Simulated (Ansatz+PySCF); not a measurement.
Results of a calculation; reference values are marked as such.
Input for Ansatz (development build ahead of 0.2.0):

```yaml
crystal:
  periodic: [false, false, false]
  atoms:
    - { symbol: C, position_ang: [0.0, 0.0, 0.0] }
    - { symbol: Si, position_ang: [1.04889, 1.39852, 3.02789] }
basis:
  gaussian: { orbitals: STO-3G }
hamiltonian:
  xc: hf
correlation:
  method: fci
  frozen_orbitals: { C: 1, Si: 5 }
```

The input is written out in the form of the current development build from the run's settings.

Results

```
Converged    : yes
Total energy : -322.70036 hartree
State        : lowest singlet root, of any spatial symmetry
```

Caution: another spin multiplicity may lie lower.
